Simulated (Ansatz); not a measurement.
Born–Oppenheimer molecular dynamics of BH4O (6 atoms, charge 0, multiplicity 2). It starts at the highest image of a converged band. Of that band: The profile has 2 maxima (images 1, 3) with wells between them (image 2): this band takes more than one step, which may be the mechanism or a detour left from its start path. Neighbouring images differ by up to 1.3 eV, so the band resolves the path poorly. A vibrational analysis at the climbing image gives one clearly imaginary mode, 1365i cm⁻¹: a first-order saddle point.

Computed with UKS BHLYP-D4/6-31G* (Ansatz 0.2.0).

| Item | Value |
| --- | --- |
| ensemble | NVE (velocity Verlet) |
| time step | 0.5 fs |
| steps asked | 200 |
| starting velocities drawn for | 300 K |
| seed | 3576 |

Frames 1 fs apart, positions in Å, forces in eV/Å.

Velocities at 10 fs (Å/ps):

```
B 0.97 -0.76 5.88
H 26.70 -33.07 -57.21
H 8.57 -7.41 10.08
H -1.19 -2.10 8.22
O -3.31 3.41 -1.41
H 8.07 -3.38 -1.64
```

```xyz
6
Properties=species:S:1:pos:R:3:forces:R:3 time_fs=10 energy_less_start_eV=-0.170 T=630
B -0.024 -0.041 0.443 0.86 -0.48 0.91
H 0.745 -0.871 1.373 0.31 -1.07 -1.58
H 0.824 0.553 -0.112 0.11 0.35 0.04
H -1.045 -0.307 -0.082 -0.18 -0.31 0.14
O 0.023 0.047 1.956 -0.57 1.75 0.18
H -0.703 -0.457 2.308 -0.53 -0.23 0.31
6
Properties=species:S:1:pos:R:3:forces:R:3 time_fs=11 energy_less_start_eV=-0.343 T=964
B -0.022 -0.042 0.450 0.86 -0.39 1.36
H 0.773 -0.909 1.308 0.27 -1.11 -1.61
H 0.833 0.547 -0.102 0.06 0.34 -0.02
H -1.047 -0.311 -0.073 -0.09 -0.34 0.10
O 0.019 0.051 1.954 -0.53 1.78 -0.17
H -0.697 -0.461 2.308 -0.58 -0.28 0.33
6
Properties=species:S:1:pos:R:3:forces:R:3 time_fs=12 energy_less_start_eV=-0.552 T=1366
B -0.020 -0.043 0.457 0.82 -0.28 1.66
H 0.803 -0.958 1.228 0.12 -0.95 -1.44
H 0.843 0.545 -0.092 -0.03 0.30 -0.04
H -1.050 -0.318 -0.063 0.04 -0.34 0.08
O 0.015 0.056 1.953 -0.62 1.37 -0.46
H -0.697 -0.469 2.311 -0.34 -0.10 0.20
6
Properties=species:S:1:pos:R:3:forces:R:3 time_fs=13 energy_less_start_eV=-0.752 T=1752
B -0.017 -0.045 0.466 0.73 -0.21 1.81
H 0.835 -1.016 1.134 -0.09 -0.64 -1.15
H 0.852 0.545 -0.082 -0.13 0.25 -0.04
H -1.052 -0.328 -0.053 0.19 -0.30 0.08
O 0.011 0.062 1.951 -0.74 0.69 -0.69
H -0.700 -0.476 2.316 0.03 0.21 0.00
6
Properties=species:S:1:pos:R:3:forces:R:3 time_fs=14 energy_less_start_eV=-0.910 T=2058
B -0.014 -0.046 0.477 0.62 -0.14 1.84
H 0.866 -1.080 1.029 -0.27 -0.30 -0.84
H 0.860 0.548 -0.073 -0.23 0.18 -0.01
H -1.053 -0.341 -0.041 0.32 -0.26 0.07
O 0.007 0.068 1.949 -0.77 0.03 -0.88
H -0.703 -0.482 2.321 0.32 0.49 -0.18
6
Properties=species:S:1:pos:R:3:forces:R:3 time_fs=15 energy_less_start_eV=-1.022 T=2275
B -0.010 -0.048 0.489 0.47 -0.07 1.80
H 0.895 -1.147 0.916 -0.38 -0.01 -0.56
H 0.866 0.552 -0.064 -0.29 0.09 0.02
H -1.050 -0.356 -0.029 0.42 -0.22 0.06
O 0.002 0.075 1.946 -0.63 -0.42 -1.07
H -0.703 -0.484 2.324 0.41 0.62 -0.25
6
Properties=species:S:1:pos:R:3:forces:R:3 time_fs=16 energy_less_start_eV=-1.099 T=2424
B -0.005 -0.050 0.503 0.30 0.04 1.70
H 0.920 -1.214 0.798 -0.41 0.19 -0.35
H 0.869 0.558 -0.054 -0.30 0.00 0.06
H -1.044 -0.374 -0.016 0.46 -0.20 0.03
O -0.004 0.081 1.943 -0.31 -0.58 -1.25
H -0.699 -0.479 2.325 0.26 0.56 -0.20
6
Properties=species:S:1:pos:R:3:forces:R:3 time_fs=17 energy_less_start_eV=-1.150 T=2524
B -0.001 -0.052 0.518 0.12 0.18 1.53
H 0.941 -1.279 0.676 -0.37 0.29 -0.20
H 0.870 0.563 -0.044 -0.27 -0.10 0.08
H -1.033 -0.394 -0.003 0.46 -0.21 -0.01
O -0.010 0.086 1.938 0.15 -0.48 -1.37
H -0.693 -0.470 2.324 -0.08 0.32 -0.03
6
Properties=species:S:1:pos:R:3:forces:R:3 time_fs=18 energy_less_start_eV=-1.182 T=2585
B 0.004 -0.054 0.535 -0.05 0.35 1.22
H 0.958 -1.342 0.553 -0.31 0.31 -0.10
H 0.867 0.567 -0.034 -0.21 -0.17 0.09
H -1.017 -0.415 0.010 0.41 -0.26 -0.06
O -0.015 0.092 1.934 0.62 -0.25 -1.34
H -0.687 -0.457 2.323 -0.47 0.02 0.18
6
Properties=species:S:1:pos:R:3:forces:R:3 time_fs=19 energy_less_start_eV=-1.199 T=2618
B 0.009 -0.055 0.553 -0.20 0.50 0.73
H 0.973 -1.401 0.428 -0.23 0.26 -0.02
H 0.863 0.570 -0.022 -0.13 -0.21 0.08
H -0.998 -0.439 0.022 0.33 -0.31 -0.11
O -0.020 0.097 1.928 0.91 -0.07 -0.99
H -0.686 -0.444 2.323 -0.69 -0.17 0.32
6
Properties=species:S:1:pos:R:3:forces:R:3 time_fs=20 energy_less_start_eV=-1.206 T=2632
B 0.014 -0.056 0.571 -0.33 0.61 0.04
H 0.985 -1.458 0.303 -0.15 0.19 0.03
H 0.858 0.571 -0.010 -0.04 -0.22 0.06
H -0.976 -0.466 0.033 0.25 -0.36 -0.15
O -0.025 0.102 1.921 0.88 -0.08 -0.24
H -0.692 -0.432 2.327 -0.61 -0.14 0.27
6
Properties=species:S:1:pos:R:3:forces:R:3 time_fs=21 energy_less_start_eV=-1.198 T=2616
B 0.018 -0.057 0.590 -0.46 0.63 -0.83
H 0.996 -1.514 0.179 -0.08 0.09 0.06
H 0.852 0.569 0.003 0.07 -0.18 0.02
H -0.951 -0.496 0.043 0.19 -0.39 -0.18
O -0.029 0.107 1.915 0.56 -0.23 0.85
H -0.703 -0.422 2.333 -0.28 0.08 0.07
```

Of the whole run (100 fs, mean temperature of the second half 2504 K): The conserved energy stayed within 0.17 meV per atom of its start (net change -0.047 meV per atom), so the integration is sound. The kinetic energy rose, since the run started high on the potential surface and went downhill. It ends in pieces (BH3O + H), so much of that is their flight and rotation, not heat. A run of 0.1 ps of so small a system gives no equilibrium averages.

Time of the run: 3 min on 1 thread of Arm Neoverse V2, with other jobs on the host, peak memory 0.091 GiB.
